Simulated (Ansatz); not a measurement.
# One shape, several levels: SiS (SMILES [Si-]#[S+])

Aim: a comparison of 6 runs (HF/STO-3G, B3LYP/6-31G*, PBE-QIDH/cc-pVTZ, PBE0/cc-pVTZ, CCSD(T)/cc-pVTZ) of SiS. 

The calculation is run with Ansatz 0.2.0.

43 further runs of the same task are left out: 43 set aside as unsound or not needed.

## (1) Starting point

SiS has 2 atoms, charge 0, and is taken as a singlet. SMILES: `[Si-]#[S+]`. The Si1–S2 distance was set to 3.473 Å, away from the relaxed value.

## (2) The energy at HF/STO-3G (run 1)

File run.yaml:

```yaml
crystal:
  periodic: [false, false, false]
  atoms:
    - {symbol: Si, position_ang: [0.000000, 0.000000, -1.543479]}
    - {symbol: S, position_ang: [0.000000, 0.000000, 1.929321]}
basis:
  gaussian:
    orbitals: STO-3G
hamiltonian:
  xc: hf
accuracy: high
output: {orbitals: {seedname: orbitals}}
```

The run is started by

```sh
$ ansatz run run.yaml --threads 1 --pin off --max-ram 3480MiB --events-out events.jsonl --progress --plain --runs-dir runs
```

The log of the run:

```text
Warning: RAYON_NUM_THREADS=1 ignored (pool sized by the plan → 1); use --threads N
Functional definition: HF
  name "HF"
  exchange = exact_x
  correlation = 0
273 factors; integrals over basis functions are off by at most 5.7e-9 eV
mean field evaluation 1: about -18438.4511 eV, gradient 1.7e1 eV
mean field evaluation 2: about -18438.4575 eV, gradient 1.7e1 eV
mean field evaluation 4: about -18442.7132 eV, gradient 2.7e1 eV
mean field evaluation 8: about -18459.3814 eV, gradient 1.1e1 eV
mean field evaluation 16: about -18461.2316 eV, gradient 5.1e-2 eV
mean field evaluation 32: about -18460.6785 eV, gradient 3.0e0 eV
mean field evaluation 64: about -18460.6085 eV, gradient 5.1e-1 eV
mean field evaluation 96: about -18460.7385 eV, gradient 8.1e-2 eV
mean field -18461.22959283 eV, -678.4376740656 hartree, gradient 9.1e-8 eV, S^2 0.000000; 5 other end points of the search recorded, 0 dependent functions left out
reference -18461.22959283 eV, -678.4376740656 hartree; 15, 15 occupied and 3, 3 virtual orbitals, 273 factors
Total energy: -18461.22959283 eV, -678.4376740656 hartree
```

It took 0.18 s on 1 thread of Arm Neoverse V1, shared host.

## (3) The energy at B3LYP/6-31G(d) (spherical functions) (run 2)

File input.yaml:

```yaml
crystal:
  periodic: [false, false, false]
  atoms:
    - symbol: Si
      position_ang: [0.000000, 0.000000, -1.543479]
    - symbol: S
      position_ang: [0.000000, 0.000000, 1.929321]
basis:
  gaussian:
    orbitals: 6-31G_st_-spherical.json
hamiltonian:
  xc: {name: B3LYP}
accuracy: high
output: {orbitals: {seedname: orbitals}}
```

The basis set 6-31G* is read from a file made from the Basis Set Exchange's data (not shown).

The run is started by

```sh
$ ansatz run input.yaml --threads 1 --pin off --max-ram 3480MiB --events-out events.jsonl --progress --plain --runs-dir runs
```

The log of the run:

```text
Warning: RAYON_NUM_THREADS=1 ignored (pool sized by the plan → 1); use --threads N
Functional definition: B3LYP
  name "B3LYP"
  parameter a0 = 0.2
  parameter ax = 0.72
  parameter ac = 0.81
  exchange = (1 - a0 - ax)*slater_x + ax*b88_x + a0*exact_x
  correlation = (1 - ac)*vwn_rpa_c + ac*lyp_c
571 factors; integrals over basis functions are off by at most 3.8e-9 eV
mean field evaluation 1: about -18690.6939 eV, gradient 4.3e1 eV
mean field evaluation 2: about -18553.9479 eV, gradient 1.2e2 eV
mean field evaluation 4: about -18677.3288 eV, gradient 9.1e1 eV
mean field evaluation 8: about -18706.9177 eV, gradient 2.3e-1 eV
mean field evaluation 16: about -18706.9184 eV, gradient 4.7e-9 eV
mean field evaluation 32: about -18704.3283 eV, gradient 7.7e-5 eV
mean field evaluation 64: about -18706.2415 eV, gradient 1.1e1 eV
mean field -18706.91843442 eV, -687.4665724604 hartree, gradient 5.4e-9 eV, S^2 0.000000; 6 other end points of the search recorded, 0 dependent functions left out
reference -18706.91846347 eV, -687.4665735278 hartree; 15, 15 occupied and 21, 21 virtual orbitals, 571 factors
Total energy: -18706.91846347 eV, -687.4665735278 hartree
```

It took 3.6 s on 1 thread of Arm Neoverse V1, shared host; peak memory 0.091 GiB.

Runs 3 to 5 aren't shown in full; the table further down has their settings and results.

## (4) A single-point energy at CCSD(T)/cc-pVTZ (run 6)

File in.yaml:

```yaml
crystal:
  periodic: [false, false, false]
  atoms:
    - {symbol: Si, position_ang: [0.000000, 0.000000, -1.543479]}
    - {symbol: S, position_ang: [0.000000, 0.000000, 1.929321]}
basis:
  gaussian:
    orbitals: cc-pVTZ
correlation:
  method: ccsd_t
  frozen_orbitals: {S: 5, Si: 5}
accuracy: high
scf:
  omitted_lower_state_checks: [cluster_reference, increment]
```

The run is started by

```sh
$ ansatz run in.yaml --threads 1 --pin off --max-ram 3480MiB --events-out events.jsonl --progress --plain --runs-dir runs
```

The log of the run:

```text
Warning: RAYON_NUM_THREADS=1 ignored (pool sized by the plan → 1); use --threads N
[... 17 lines left out ...]
10 core orbitals not correlated: weight in the atoms' cores, before any rotation towards them, 1.000 or more for the frozen orbitals, at most 0.000 for the correlated occupied ones
[... 58 lines left out ...]
Total energy: -18682.09968661 eV, -686.5545003010 hartree
Checks for a lower state left out: cluster_reference, increment
```

It took 5.1 s on 1 thread of Arm Neoverse V1, shared host; peak memory 0.17 GiB.

## (5) All runs side by side

| run | level | Cartesian functions | frozen core orbitals | energy (Eh) | HOMO energy (eV) | LUMO energy (eV) | HOMO–LUMO gap (eV) | wall time |
| --- | --- | --- | --- | --- | --- | --- | --- | --- |
| 1 | HF/STO-3G | no | – | -678.437674 | -2.57 | 5.66 | 8.23 | 0.18 s |
| 2 | B3LYP/6-31G* (spherical functions) | no | – | -687.466574 | -5.96 | -4.67 | 1.28 | 3.6 s |
| 3 | B3LYP/6-31G* (Cartesian functions) | yes | – | -687.471559 | -5.95 | -4.67 | 1.29 | 3.6 s |
| 4 | PBE-QIDH/cc-pVTZ | no | 10 | -687.007721 | -7.60 | -2.79 | 4.81 | 7.2 s |
| 5 | PBE0/cc-pVTZ | no | – | -687.211587 | -6.16 | -4.65 | 1.50 | 3 s |
| 6 | CCSD(T)/cc-pVTZ | no | 10 | -686.554500 | – | – | – | 5.1 s |

## (6) Outcome

| quantity | value |
| --- | --- |
| run 6: total energy | -686.55450 Eh |
| run 6: correlation energy (10 core orbitals frozen) | -297.8 mEh |
| run 6: (T) correction | -37.55 mEh |
| run 6: T1 diagnostic | 0.138 |

What this shows: Over runs 1, 2, 3, 4, 5 the HOMO–LUMO gap runs from 1.28 eV (B3LYP/6-31G*) to 8.23 eV (HF/STO-3G). The two ends differ in method and basis. Totals of different functionals can't be ranked against each other. In run 6 the T1 diagnostic is large, so a single reference may not serve. In runs 4, 6 the log says that unrestricted orbitals would lower the reference, so the values rest on an unstable closed-shell determinant (other closed-shell runs at this shape may share the fault). In run 1 the basis is minimal, so the values are rough. All runs together took 23 s, the longest 7.2 s.
